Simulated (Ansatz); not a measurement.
# Other spins and charges of HAl–AlH, triplet at one geometry

Geometry (PBE0/def2-TZVP stationary point for this spin, not checked as a minimum):

```xyz
4

Al    0.0000    0.0000    1.1500
Al    0.0000    0.0000   -1.1500
H     0.0000    0.0000    2.7245
H     0.0000    0.0000   -2.7245
```

Basis 6-31G; Ansatz 0.2.0. Only valence electrons are correlated (noble-gas cores frozen). R marks a restricted (for open shells ROHF) determinant, U an unrestricted one. Active spaces: valence = (8e, 10o) chosen from the atoms' valence shells.

Gaps are energies of the second state less the first, at fixed atoms, for a selection of the levels run; each method lands on the state that its own search finds for that charge and spin.

For open shells CISD and CISDTQ are restricted-active-space CI with the open shells as a complete middle space. The determinant of the HAl–AlH singlet fills πx and πy unequally, so it is a mixture of Σ and Δ, which weighs on every level built on one determinant.

PBE gives 4.425 eV for quintet less triplet. Estimate what full CI gives in 6-31G.

Full CI in 6-31G gives 4.646 eV, so against it PBE is off by -0.221 eV.

Large singles or doubles amplitudes warn of static correlation in the HAl–AlH quintet.

```
                   level  gap (eV)  error (meV)
                     RHF     4.884          238
                     UHF     4.841          195
                RCCSD(T)     4.662           16
                UCCSD(T)     4.663           17
                 BCCD(T)     4.671           25
               RCCSDT(Q)     4.645           -1
  CASSCF (valence space)     4.769          123
MRCISD+Q (valence space)     4.648            2
                  r2SCAN     4.546         -100
                 wB97M-V     5.059          413
```

Removing an electron, to the doublet: 6.591 eV at full CI (triplet B1g, doublet ion B3u, in D2h).

```json
{"level": "RHF", "gap (eV)": "6.264", "error (meV)": "-327"}
{"level": "UHF", "gap (eV)": "6.328", "error (meV)": "-263"}
{"level": "RMP2", "gap (eV)": "6.521", "error (meV)": "-70"}
{"level": "UMP2", "gap (eV)": "6.539", "error (meV)": "-52"}
{"level": "CISD", "gap (eV)": "6.534", "error (meV)": "-57"}
{"level": "RCCSD", "gap (eV)": "6.569", "error (meV)": "-22"}
{"level": "UCCSD", "gap (eV)": "6.570", "error (meV)": "-21"}
{"level": "RCCSD(T)", "gap (eV)": "6.584", "error (meV)": "-7"}
{"level": "UCCSD(T)", "gap (eV)": "6.584", "error (meV)": "-7"}
{"level": "BCCD(T)", "gap (eV)": "6.583", "error (meV)": "-8"}
{"level": "RCCSDT", "gap (eV)": "6.587", "error (meV)": "-4"}
{"level": "UCCSDT", "gap (eV)": "6.587", "error (meV)": "-4"}
{"level": "CISDTQ", "gap (eV)": "6.589", "error (meV)": "-2"}
{"level": "RCCSDT(Q)", "gap (eV)": "6.590", "error (meV)": "-1"}
{"level": "UCCSDT(Q)", "gap (eV)": "6.590", "error (meV)": "-1"}
{"level": "RCCSDTQ", "gap (eV)": "6.591", "error (meV)": "0"}
{"level": "CASSCF (valence space)", "gap (eV)": "6.367", "error (meV)": "-224"}
{"level": "NEVPT2 (valence space)", "gap (eV)": "6.514", "error (meV)": "-77"}
{"level": "MRCISD (valence space)", "gap (eV)": "6.582", "error (meV)": "-9"}
{"level": "MRCISD+Q (valence space)", "gap (eV)": "6.589", "error (meV)": "-2"}
{"level": "PBE", "gap (eV)": "7.085", "error (meV)": "494"}
{"level": "r2SCAN", "gap (eV)": "7.178", "error (meV)": "587"}
{"level": "PBE0", "gap (eV)": "7.058", "error (meV)": "467"}
{"level": "B3LYP", "gap (eV)": "6.922", "error (meV)": "331"}
{"level": "wB97M-V", "gap (eV)": "6.782", "error (meV)": "191"}
{"level": "B2PLYP", "gap (eV)": "6.714", "error (meV)": "123"}
{"level": "RPA-PBE", "gap (eV)": "6.618", "error (meV)": "27"}
```

PBE gives 10.286 eV for removing an electron, to the quartet. Estimate what full CI gives in 6-31G.

Full CI in 6-31G gives 10.095 eV, so against it PBE is off by 0.191 eV.

| level | gap (eV) | error (meV) |
| --- | --- | --- |
| UMP2 | 10.290 | 195 |
| CISD | 10.098 | 3 |
| RCCSD(T) | 10.112 | 17 |
| UCCSDT | 10.093 | -2 |
| CISDTQ | 10.093 | -2 |
| RCCSDTQ | 10.095 | 0 |
| CASSCF (valence space) | 9.905 | -190 |
| r2SCAN | 10.470 | 375 |
| PBE0 | 10.544 | 449 |
| RPA-PBE | 9.905 | -190 |

Singlet less triplet: 0.560 eV at full CI (triplet B1g, singlet Ag, in D2h).

By full CI's occupations no single determinant describes the singlet well.

| level | gap (eV) | error (meV) |
| --- | --- | --- |
| RHF | 0.904 | 344 |
| RMP2 | 0.735 | 175 |
| CISD | 0.699 | 139 |
| BCCD(T) | 0.621 | 61 |
| RCCSDT* | 0.580 | 20 |
| RCCSDTQ* | 0.561 | 1 |
| CASSCF (valence space) | 0.532 | -28 |
| NEVPT2 (valence space) | 0.553 | -7 |
| MRCISD (valence space) | 0.557 | -3 |
| MRCISD+Q (valence space) | 0.559 | -1 |

An asterisk marks runs whose energy the program itself flagged as in doubt.

In so small a basis the reference is far from its limit while semilocal and hybrid functionals are nearer theirs (RPA and double hybrids share much of the reference's basis error), so the functionals' errors here hold much of the reference's basis and frozen-core error, which can add to them or hide them.

Full CI is exact within this basis and frozen core; it isn't the basis-set limit. The frozen core follows each run's orbitals, which can shift R against U totals by a few meV.
